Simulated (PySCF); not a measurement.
An element was calculated at PBE (PySCF 2.14, spin-free X2C, a triple-zeta basis, no spin-orbit coupling), in the ground configurations that NIST lists.

| Property | Result |
| --- | --- |
| first ionisation energy | 10.408 eV |
| second ionisation energy | 23.313 eV |
| third ionisation energy | 34.829 eV |

Question: Which element is it?

Answer: Sulfur (S, Z = 16), in ANO-RCC-VTZP. NIST lists 10.360, 23.338, 34.86 ± 0.04 eV for these ionisation energies.
